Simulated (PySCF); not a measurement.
Theory: core-valence-separated Tamm–Dancoff BHandHLYP/aug-pcX-1 (pcseg-1 on H, def2-SVPD on Cl) in PySCF, non-relativistic, gas phase, PBE0-D3(BJ)/def2-SVP geometry. No empirical shift is added; at this level the pattern usually sits a few eV under experiment.

Main lines of an unknown, eV (oscillator strength): C K: 282.4 (0.060), 282.9 (0.045), 283.0 (0.060), 283.4 (0.036), 283.7 (0.117). Listed: the first five lines at most of each edge with a tenth or more of its strongest line's intensity; roots within 0.03 eV on the same or equivalent atoms are summed. Only the lowest roots were sought, and the top ones are left out.

Problem. Which candidate gives them?
A. `CC1=CC/1=C\Cl`
B. `C=C1C=C1CCl`
C. `C(/CCl)=C/C#C`

Solution. C. 

- `C#C/C=C\CCl`: C K: 282.4 (0.060), 282.9 (0.045), 283.0 (0.060), 283.4 (0.036), 283.7 (0.117). First C line listed at 282.4 eV, hole on the alkene CH carbon (1s→π*).
- `C=C1C=C1CCl`: C K: 283.0 (0.061), 283.2 (0.068), 283.8 (0.048), 284.5 (0.078), 285.4 (0.065). First C line listed at 283.0 eV, hole on the alkene CH carbon (1s→π*).
- `CC1=CC/1=C\Cl`: C K: 283.1 (0.060), 283.2 (0.071), 284.5 (0.077), 285.0 (0.053), 285.1 (0.050). First C line listed at 283.1 eV, hole on the alkene CH carbon (1s→π*).

One conformer each; other structures than these candidates weren't tested.

Conformer computed: `[CH:1]#[C:2]/[CH:3]=[CH:4]\[CH2:5][Cl:6]`: C3–C4–C5–Cl6 -120°.
